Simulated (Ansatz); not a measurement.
**B2 (singlet): from Hartree-Fock to the top rungs, cc-pVTZ**

How much of the correlation energy of B2 (singlet) does each wave-function method recover here?

Program: Ansatz 0.2.0, Gaussian basis. Level of theory: cc-pVTZ, core rule «outside noble gas», up to 2 orbitals frozen. These are calculated values, not measurements.

Plan: UHF; CCSD(T) on RHF; CCSD(T) on UHF; BCCD(T) on RHF; CISD; CCSDT(Q) on RHF; CCSDTQ on RHF; CASSCF and MRCISD+Q, 6 electrons in 8 orbitals; CASSCF and NEVPT4(SD), 6 electrons in 8 orbitals; CASSCF and NEVPT2, 6 electrons in 8 orbitals; Full CI; Full CI in the symmetry of the determinant.

5 further runs of the same task are left out: 1 for a known fault of the program, 4 set aside as unsound or not needed.

## 1. What is computed

The geometry is a PBE0/def2-TZVP stationary point (not a proven minimum).

2 atoms, charge 0, spin multiplicity 1.

Atoms are counted from 1 here; the program's logs count them from 0.

Bond lengths: B1–B2 1.641 Å.

## 2. UHF

The input, in.yaml:

```yaml
crystal:
  periodic: [false, false, false]
  atoms:
    - {symbol: B, position_ang: [0.000000, 0.000000, 0.000000]}
    - {symbol: B, position_ang: [0.000000, 0.000000, 1.640578]}
basis:
  gaussian: {orbitals: cc-pVTZ}
magnetization: {spin_polarized: true, initial_magnetization: 0}
hamiltonian: {xc: hf}
output: {orbitals: {seedname: orbitals}}
```

Started as:

```sh
$ ansatz run in.yaml --threads 1 --pin off --events-out ev --progress --plain --max-ram 4096MiB --backend cpu
```

After this run come: CCSD(T) on RHF; CCSD(T) on UHF; BCCD(T) on RHF; CISD; CCSDT(Q) on RHF; CCSDTQ on RHF; CASSCF and MRCISD+Q, 6 electrons in 8 orbitals; CASSCF and NEVPT4(SD), 6 electrons in 8 orbitals; CASSCF and NEVPT2, 6 electrons in 8 orbitals; Full CI; Full CI in the symmetry of the determinant.

Q: Predict the results of all the runs planned. Wanted: FCI below the RHF energy; RMP2 from FCI; UMP2 from FCI; RCCSD from FCI; RCCSD(T) from FCI; UCCSD(T) from FCI; RCCSDT(Q) from FCI; NEVPT2 valence from FCI; NEVPT4(SD) valence from FCI.

The runs gave:

| quantity | value |
| --- | --- |
| FCI below the RHF energy | -5.7671 eV |
| RMP2 from FCI | +152.8 kJ/mol |
| UMP2 from FCI | +122.3 kJ/mol |
| RCCSD from FCI | +68.1 kJ/mol |
| RCCSD(T) from FCI | +21.1 kJ/mol |
| UCCSD(T) from FCI | -4.7 kJ/mol |
| RCCSDT(Q) from FCI | +5.9 kJ/mol |
| NEVPT2 valence from FCI | +48.0 kJ/mol |
| NEVPT4(SD) valence from FCI | +4.9 kJ/mol |
| MRCISD+Q valence from FCI | -0.2 kJ/mol |
| levels within 1 kcal/mol (43 meV) | RCCSDTQ, MRCISD+Q valence |
| T1 diagnostic | 0.041 |
| effectively unpaired electrons | 2.60 |

What this shows: RCCSD(T) lands +21.1 kJ/mol from the yardstick (3.8 % of the correlation energy). CCSD(T) misses by +21.1 kJ/mol on the restricted determinant and by -4.7 kJ/mol on the unrestricted one; the two need not hold the same state or core. UCCSD(T) falls below full CI: unrestricted runs freeze a spin-polarised core, another one than full CI's, and coupled cluster isn't variational. The occupations show strong static correlation (2.6 unpaired electrons where one determinant has 0). Of the multireference levels listed MRCISD+Q valence comes nearest in total energy (-0.2 kJ/mol), which doesn't show that its space is the better one. Coupled cluster took another determinant than the lowest Hartree-Fock one. These misses are within one basis, not against nature.
